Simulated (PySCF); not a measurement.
fluoromethane (CH₃F), SMILES FC. Atoms are numbered in the order given.

```xyz
5

C      0.0000     0.0000     0.6348
F      0.0000     0.0000    -0.7523
H      0.8952     0.5169     0.9873
H     -0.8952     0.5169     0.9873
H      0.0000    -1.0337     0.9873
```
Charge 0, spin multiplicity 1.

Geometry: r2SCAN-D4/def2-TZVP.

Two levels are set side by side: PBE/pcSseg-2 (PySCF) and PBE0/pcSseg-2 (PySCF). GIAO shifts against CFCl3 (¹⁹F), TMS (¹H), TMS (¹³C) at the same level; non-relativistic, no solvent, atoms listed together averaged. Differences are taken from unrounded values.

```tsv
quantity	PBE0
δ(¹³C) of C1 (ppm)	76.6
δ(¹⁹F) of F2 (ppm)	-299.7
δ(¹H) of H3, H4, H5 (ppm)	4.38
```

**Question.** What does PBE give, and how far is it from PBE0? (An estimate is asked for; the answer gives what the named calculation found.)

**Answer.** 
| quantity | PBE | PBE minus PBE0 |
|---|---|---|
| δ(¹³C) of C1 (ppm) | 79.0 | 2.4 |
| δ(¹⁹F) of F2 (ppm) | -323.8 | -24.1 |
| δ(¹H) of H3, H4, H5 (ppm) | 4.54 | 0.16 |

Rough cost on one machine, each run with all the roots and properties that it gave: PBE0 against PBE within a factor of 2.
